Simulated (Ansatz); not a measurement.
in.yaml

```yaml
crystal:
  periodic: [false, false, false]
  atoms:
    - {symbol: Cl, position_ang: [0.000000, 0.000000, -1.653000]}
    - {symbol: H, position_ang: [0.000000, 0.000000, -0.265000]}
    - {symbol: Br, position_ang: [0.000000, 0.000000, 1.918000]}
basis:
  gaussian: {orbitals: cc-pVDZ}
magnetization: {spin_polarized: false, initial_magnetization: 1}
correlation: {method: fic_mrcisd_q, electrons: outside_noble_gas, active_space: {window: {electrons: 15, orbitals: 9}, shells: [{species: Br, l: s, shell: 4}, {species: Br, l: p, shell: 4}, {species: Cl, l: s, shell: 3}, {species: Cl, l: p, shell: 3}, {species: H, l: s, shell: 1}]}}
```

```sh
$ ansatz run in.yaml --threads 1 --pin off --events-out ev --progress --plain --max-ram 2393MiB
```

**Question.** Roughly how long does this take on 1 thread of Arm Neoverse V1, shared host, and how much host memory?

**Answer.** 6 s wall and 0.34 GiB.

```
922 factors; integrals over basis functions are off by at most 1.7e-7 eV
mean field evaluation 1: about -82516.2522 eV, gradient 1.3e1 eV
mean field evaluation 2: about -82516.2581 eV, gradient 1.3e1 eV
mean field evaluation 4: about -82516.9360 eV, gradient 1.2e0 eV
mean field evaluation 8: about -82516.9498 eV, gradient 1.4e-1 eV
mean field evaluation 16: about -82510.7578 eV, gradient 2.8e1 eV
mean field evaluation 32: about -82510.4554 eV, gradient 2.9e1 eV
mean field evaluation 64: about -82510.7578 eV, gradient 2.8e1 eV
mean field evaluation 96: about -82516.7653 eV, gradient 7.1e-6 eV
mean field -82516.95016049 eV, -3032.4419864002 hartree, gradient 9.7e-6 eV, S^2 0.750000; 10 other end points of the search recorded, 0 dependent functions left out
reference -82516.95016049 eV, -3032.4419864002 hartree; 27, 26 occupied and 23, 24 virtual orbitals, 922 factors
state -82517.47003317 eV, -3032.4610913690 hartree
contracted CI cycle   1: correlation 0.00000000 eV, 0.0000000000 hartree, residual 2.16e1 eV
contracted CI cycle   2: correlation -6.33909819 eV, -0.2329575617 hartree, residual 3.36e0 eV
contracted CI cycle   3: correlation -6.50453085 eV, -0.2390370997 hartree, residual 6.67e-1 eV
contracted CI cycle   4: correlation -6.51130169 eV, -0.2392859237 hartree, residual 1.46e-1 eV
contracted CI cycle   5: correlation -6.51161777 eV, -0.2392975393 hartree, residual 2.61e-2 eV
contracted CI cycle   6: correlation -6.51162711 eV, -0.2392978826 hartree, residual 5.26e-3 eV
contracted CI cycle   7: correlation -6.51162751 eV, -0.2392978972 hartree, residual 1.13e-3 eV
state -82517.47003317 eV, -3032.4610913690 hartree; corrected -82524.59839621 eV, -3032.7230538790 hartree
Total energy: -82524.59839621 eV, -3032.7230538790 hartree
Checks for a lower state left out: starts, orbital_swaps
```

Natural occupations: 2.0000 2.0000 1.9997 1.9996 1.9995 1.9994 1.9722 1.0001 0.0295.
